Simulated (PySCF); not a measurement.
Basis and Hamiltonian dependence of the ionisation energy of S

S [Ne] 3s2 3p4 (3P) → S⁺ [Ne] 3s2 3p3 (4S). All values are computed (PySCF 2.14, energy differences of UHF-based or UKS calculations, no spin-orbit coupling). Values in eV.

| basis | Hamiltonian | functions | UHF | LDA | PBE0 | MP2 (valence) | CCSD(T) (valence) | CCSD(T) (valence and next inner shell) |
| --- | --- | --- | --- | --- | --- | --- | --- | --- |
| def2-SVP | non-relativistic | 18 | 9.190 | 10.437 | 10.340 | 9.563 | 9.568 | n/a |
| cc-pV(D+d)Z | non-relativistic | 23 | 9.203 | n/a | n/a | 9.627 | 9.641 | n/a |
| jorge-DZP-DKH | spin-free X2C | 24 | 9.161 | n/a | n/a | 9.622 | 9.642 | n/a |
| Sapporo-DZP-2012 | spin-free X2C | 27 | 9.159 | n/a | n/a | 9.648 | 9.682 | n/a |
| ANO-RCC-VTZP | spin-free X2C | 34 | 9.220 | 10.539 | 10.385 | 9.956 | 10.110 | 10.111 |
| aug-cc-pwCVDZ | non-relativistic | 36 | 9.223 | 10.576 | 10.401 | 9.776 | 9.830 | 9.836 |
| def2-TZVP | non-relativistic | 37 | 9.232 | n/a | n/a | 9.954 | 10.090 | n/a |
| x2c-TZVPPall | spin-free X2C | 42 | 9.222 | 10.543 | 10.384 | 9.950 | n/a | 10.092 |
| x2c-QZVPPall | spin-free X2C | 70 | 9.219 | 10.550 | 10.385 | 10.069 | 10.226 | 10.231 |
| x2c-QZVPPall with one added diffuse shell each of s, p, d, f type | spin-free X2C | 86 | 9.221 | 10.553 | 10.387 | 10.074 | 10.232 | 10.237 |
| dyall-acv3z | spin-free X2C | 113 | 9.221 | 10.553 | 10.389 | 9.998 | 10.146 | n/a |
| dyall-acv3z | non-relativistic | 113 | 9.237 | 10.568 | 10.405 | 10.012 | 10.160 | n/a |
| aug-cc-pCVQZ-DK | spin-free X2C | 134 | 9.221 | 10.553 | 10.389 | 10.090 | n/a | n/a |

Question: Estimate the row for aug-cc-pV(Q+d)Z (non-relativistic, 89 functions).

Answer: From the rows with the same Hamiltonian and similar size; the calculation gives UHF 9.24; LDA 10.57; PBE0 10.41; MP2 (valence) 10.10; CCSD(T) (valence) 10.26 (eV).

Frozen in the all-electron rows: valence: [Ne]; valence and next inner shell: 1s2.

Reference for a calculation without spin-orbit coupling: 10.336 eV (measured, between term centres; NIST).
